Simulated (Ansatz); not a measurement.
Two isomers of C4H5Cl: A = `ClC1C=CC1`, B = `C=CC(=C)Cl`.

Computed with Ansatz on PBE0-D4/def2-TZVP structures; ΔE is electronic, products minus reactants. CCSD(T)/CBS is the MP2 limit (def2-TZVPP, def2-QZVPP) plus CCSD(T) − MP2 in def2-TZVPP, frozen cores. DFT in def2-TZVPP. One conformer a species, not always the lowest.

(1) Which is lower in electronic energy at CCSD(T)/CBS, and by how much? (Best estimate.)

(2) Give E(B) − E(A) in kcal/mol with B2PLYP, HF/def2-TZVPP, r2SCAN-D4, CCSD(T)/def2-TZVPP, MP2/def2-TZVPP, PBE0-D4, ωB97M-V. (Estimate.)

Largest T1 diagnostic: 0.011.

## Answers

(1) Ansatz gave: B, by 10.1 kcal/mol.

(2) Ansatz gave: B2PLYP -12.3, HF/def2-TZVPP -11.9, r2SCAN-D4 -11.8, CCSD(T)/def2-TZVPP -10.4, MP2/def2-TZVPP -8.9, PBE0-D4 -7.8, ωB97M-V -8.8. None reverses the order clearly.

From PBE to PBE0 (25 % exact exchange), in def2-TZVPP and without D4, E(B) − E(A) moves by +2.4 kcal/mol. In def2-TZVPP, CCSD(T) changes the Hartree–Fock value by +1.5 kcal/mol (the triples alone add −0.6 kcal/mol) and MP2 by +3.0 kcal/mol.
